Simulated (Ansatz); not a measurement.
# Antimony, A7 rhombohedral under r²SCAN: testing the plane-wave cutoff

A convergence test of the plane-wave cutoff. The geometry was relaxed under r²SCAN beforehand and stays fixed; 9 values are run, from 150 to 800 eV. Wanted are the values from which on the energy stays within 10 and 1 meV/atom, and the pressure within 0.5 GPa, of the last run. Within the series other settings stay, but some runs also write fields, which adds to their time. Spin polarisation is left out.

Computed with Ansatz 0.2.0 (DFT r²SCAN, plane waves with PAW, scalar-relativistic, unless a step says otherwise).

## (1) The starting structure

Symmetry: R-3m, No. 166, trigonal system. The conventional cell has a = 4.341 Å, b = 4.341 Å, c = 11.613 Å, α = 90.00°, β = 90.00°, γ = 120.00°. Sb (site symmetry 3m) has 3 Sb at 2.92 Å as nearest neighbours.

As a file:

```cif
data_structure
_symmetry_space_group_name_H-M 'P 1'
_symmetry_Int_Tables_number 1
_cell_length_a 4.6117
_cell_length_b 4.6117
_cell_length_c 4.6117
_cell_angle_alpha 56.157
_cell_angle_beta 56.157
_cell_angle_gamma 56.157
_cell_volume 63.18
loop_
_atom_site_label
_atom_site_type_symbol
_atom_site_fract_x
_atom_site_fract_y
_atom_site_fract_z
_atom_site_occupancy
Sb1 Sb 0.23130 0.23130 0.23130 1
Sb2 Sb 0.76870 0.76870 0.76870 1
```

## (2) A run at the usual settings, for scale

Contents of input.yaml:

```yaml
crystal:
  lattice:
    - [2.1706020527, 1.2531976795, 3.8710910875]
    - [-2.1706020527, 1.2531976795, 3.8710910875]
    - [0.0, -2.5063953589, 3.8710910875]
  atoms:
    - { symbol: Sb, position: [0.2313018333, 0.2313018333, 0.2313018333] }
    - { symbol: Sb, position: [0.7686981667, 0.7686981667, 0.7686981667] }
hamiltonian:
  xc: r2scan
  pseudopotentials:
    kind: paw
    azcp:
      Sb: "pseudopotentials/Sb.paw.azcp"
basis:
  ecutwfc: 500
  fft_grid_basis: typed
kpoints:
  mp_grid: { grid: [14, 14, 14], shift: [0, 0, 0] }
magnetization:
  spin_polarized: false
scf:
  occupations: { method: fermi_dirac, width: 0.1 }
  lower_state_search: "off"
output:
  stress: true
```

Command:

```bash
> ansatz run input.yaml --threads 2 --pin off --max-ram 5120MiB --backend cpu --events-out ev --progress --plain --runs-dir out
```

## (3) Cutoff 150 eV

The run at 150 eV.

Edit input.yaml of step 2 so:

```diff
@@ -15,6 +15,6 @@
 basis:
-  ecutwfc: 500
+  ecutwfc: 150
   fft_grid_basis: typed
 kpoints:
-  mp_grid: { grid: [14, 14, 14], shift: [0, 0, 0] }
+  mp_grid: { grid: [9, 9, 9], shift: [0, 0, 0] }
 magnetization:
```

## (4) Cutoff 200 eV

The run at 200 eV.

Edit input.yaml of step 3 so:

```diff
@@ -15,3 +15,3 @@
 basis:
-  ecutwfc: 150
+  ecutwfc: 200
   fft_grid_basis: typed
```

## (5) Cutoff 250 eV

The run at 250 eV.

Edit input.yaml of step 4 so:

```diff
@@ -15,3 +15,3 @@
 basis:
-  ecutwfc: 200
+  ecutwfc: 250
   fft_grid_basis: typed
@@ -26 +26,5 @@
   stress: true
+  write_density: true
+  write_potential: true
+  elf: true
+  volumetric_format: npy
```

## (6) Cutoff 300 eV

The run at 300 eV.

Edit input.yaml of step 5 so:

```diff
@@ -15,3 +15,3 @@
 basis:
-  ecutwfc: 250
+  ecutwfc: 300
   fft_grid_basis: typed
```

## (7) Cutoff 350 eV

The run at 350 eV.

Edit input.yaml of step 6 so:

```diff
@@ -15,3 +15,3 @@
 basis:
-  ecutwfc: 300
+  ecutwfc: 350
   fft_grid_basis: typed
@@ -26,5 +26 @@
   stress: true
-  write_density: true
-  write_potential: true
-  elf: true
-  volumetric_format: npy
```

## (8) Cutoff 420 eV

The run at 420 eV.

Edit input.yaml of step 7 so:

```diff
@@ -15,3 +15,3 @@
 basis:
-  ecutwfc: 350
+  ecutwfc: 420
   fft_grid_basis: typed
```

## (9) Cutoff 500 eV

The run at 500 eV.

Edit input.yaml of step 8 so:

```diff
@@ -15,3 +15,3 @@
 basis:
-  ecutwfc: 420
+  ecutwfc: 500
   fft_grid_basis: typed
```

## (10) Cutoff 600 eV

The run at 600 eV.

Edit input.yaml of step 9 so:

```diff
@@ -15,3 +15,3 @@
 basis:
-  ecutwfc: 500
+  ecutwfc: 600
   fft_grid_basis: typed
```

## (11) Cutoff 800 eV

The run at 800 eV.

Edit input.yaml of step 10 so:

```diff
@@ -15,3 +15,3 @@
 basis:
-  ecutwfc: 600
+  ecutwfc: 800
   fft_grid_basis: typed
```

(Steps that only read results are left out.)

Q: Predict the outcome of this session.

The runs gave:

```
                                                                   quantity                                value
                                E(σ → 0) stays within 10 meV/atom of 800 eV                       from 350 eV on
                                           E(σ → 0) stays within 1 meV/atom                       from 500 eV on
                                              pressure stays within 0.5 GPa                       from 250 eV on
                                                         pressure at 800 eV                             0.01 GPa
                                            CPU time, dearest over cheapest                                    7
run at the usual settings (mesh 14×14×14 against the series' 9×9×9, 500 eV)  +3.7 meV/atom from 800 eV, 0.00 GPa
```

**Reading.** At 150 eV the energy differs by +81923 meV/atom and the pressure by -5.3 GPa. Each step up in cutoff lowers the energy. 1 meV/atom is reached at 500 eV; energy differences often converge earlier, as errors cancel. Too low a cutoff pulls the pressure down (Pulay stress). The cell taken over is 5 % larger than the measured one (30.20 Å³/atom, COD).
